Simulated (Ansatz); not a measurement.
System: antifluorite Mg2Ge. Method: LC-ωPBE (PAW; Ansatz, a quantum-chemistry and plane-wave program).

Numerical settings: plane-wave cutoff 460 eV, 8×8×8 k mesh, Fermi–Dirac smearing 0.01 eV, scalar-relativistic PAW data made under PBE.

The cell is scaled about its equilibrium volume:

```csv
V (Å³/atom),P (GPa),direct gap at Γ (eV),smallest gap on the k mesh (eV)
19.795,3.63,6.394,4.051
20.315,1.71,6.186,4.053
20.651,0.59,6.056,4.054
21.581,-2.10,5.706,4.051
21.878,-2.84,5.597,4.049
```

The fundamental gap (4.05 eV at the equilibrium volume, on the SCF mesh) lies elsewhere than Γ–Γ.

Measured, for comparison: band gap 0.74 eV (temperature not stated, not corrected to a static lattice, indirect, Γ–X; as tabulated in Ryu et al. (2019), arXiv:1905.06140).

Spin–orbit coupling is not included.
